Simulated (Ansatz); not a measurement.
in.yaml

```yaml
crystal:
  periodic: [false, false, false]
  atoms:
    - {symbol: Si, position_ang: [0.002619, -0.004436, 0.000010]}
    - {symbol: H, position_ang: [1.474561, 0.009794, -0.000086]}
    - {symbol: H, position_ang: [-0.826498, 1.400098, -0.003209]}
    - {symbol: H, position_ang: [-0.721029, -1.286287, 0.003011]}
basis:
  gaussian: {orbitals: aug-cc-pVDZ}
total_charge: 1
magnetization: {spin_polarized: false}
correlation: {method: ccsdtq, electrons: outside_noble_gas}
```

```sh
$ ansatz run in.yaml --threads 2 --pin off --events-out ev --progress --plain --max-ram 24576MiB --backend cuda --devices 0, --max-vram 18GiB
```

The program prints:

```
922 factors; integrals over basis functions are off by at most 1.9e-7 eV
mean field evaluation 1: about -7900.1845 eV, gradient 7.9e0 eV
mean field evaluation 2: about -7900.1835 eV, gradient 7.9e0 eV
mean field evaluation 4: about -7900.5435 eV, gradient 1.6e-1 eV
mean field evaluation 8: about -7900.5437 eV, gradient 9.5e-5 eV
mean field -7900.54372380 eV, -290.3396266688 hartree, gradient 1.9e-6 eV, S^2 0.000000; 0 other end points of the search recorded, 0 dependent functions left out
5 core orbitals not correlated: weight in the atoms' cores, before any rotation towards them, 1.000 or more for the frozen orbitals, at most 0.000 for the correlated occupied ones
reference -7900.54372380 eV, -290.3396266688 hartree; 3, 3 occupied and 46, 46 virtual orbitals, 922 factors
second order -2.37112421 eV of doubles, -0.00000000 eV of singles
cycle   1  -2.87430412 eV  change   -5.0e-1 eV  update   5.5e-2
cycle   2  -3.12808921 eV  change   -2.5e-1 eV  update   2.3e-2
cycle   3  -3.13762686 eV  change   -9.5e-3 eV  update   5.8e-3
cycle   4  -3.14256917 eV  change   -4.9e-3 eV  update   2.4e-3
cycle   5  -3.14283742 eV  change   -2.7e-4 eV  update   6.8e-4
cycle   6  -3.14261992 eV  change    2.2e-4 eV  update   2.4e-4
cycle   7  -3.14264902 eV  change   -2.9e-5 eV  update   8.8e-5
cycle   8  -3.14266637 eV  change   -1.7e-5 eV  update   2.7e-5
cycle   9  -3.14265784 eV  change    8.5e-6 eV  update   9.9e-6
cycle  10  -3.14265643 eV  change    1.4e-6 eV  update   3.2e-6
cycle  11  -3.14265658 eV  change   -1.5e-7 eV  update   1.4e-6
cycle  12  -3.14265709 eV  change   -5.1e-7 eV  update   7.8e-7
cycle  13  -3.14265725 eV  change   -1.6e-7 eV  update   3.1e-7
Total energy: -7903.68638105 eV, -290.4551171925 hartree
```

For the same geometry and basis full CI lies 0.0 meV higher.

Ran on 2 threads of AMD EPYC 7R13 with a shared H100 80 GB, shared host: 13 s wall, 0.78 GiB peak host memory.
